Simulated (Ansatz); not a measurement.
```yaml
crystal:
  periodic: [false, false, false]
  atoms:
    - {symbol: Hf, position_ang: [0.000000, 0.000000, 0.000000]}
    - {symbol: Ge, position_ang: [0.000000, 0.000000, 2.650000]}
basis:
  gaussian: {orbitals: def2-TZVP}
total_charge: 1
magnetization: {spin_polarized: true, initial_magnetization: 5}
hamiltonian: {xc: pbe0}
relax: {f_tol: 0.004, max_steps: 80}
```

```sh
$ ansatz run in.yaml --threads 1 --pin off --events-out ev --progress --plain --max-ram 2176MiB
```

Steps of the relaxation (energy above the last step; positions in Å, forces in eV/Å):

```
2
step 1, 28.5 meV
Hf    0.000    0.000    0.000    0.000    0.000    0.670
Ge    0.000    0.000    2.650    0.000    0.000   -0.670
```

```
2
step 2, 1.4 meV
Hf    0.000    0.000    0.049    0.000    0.000   -0.169
Ge    0.000    0.000    2.601    0.000    0.000    0.169
```

```
2
step 3, 0.0 meV
Hf    0.000    0.000    0.039    0.000    0.000    0.026
Ge    0.000    0.000    2.611    0.000    0.000   -0.026
```

```
2
step 4, 0.0 meV
Hf    0.000    0.000    0.040    0.000    0.000    0.000
Ge    0.000    0.000    2.610    0.000    0.000    0.000
```

Close pairs at the end: Hf1–Ge2 2.569 Å.

A stationary point of unrestricted PBE0 after 4 steps, with ⟨S²⟩ = 8.752 against 8.75 for a pure state. 21 s on 1 thread of Intel Xeon 6975P-C, shared host.
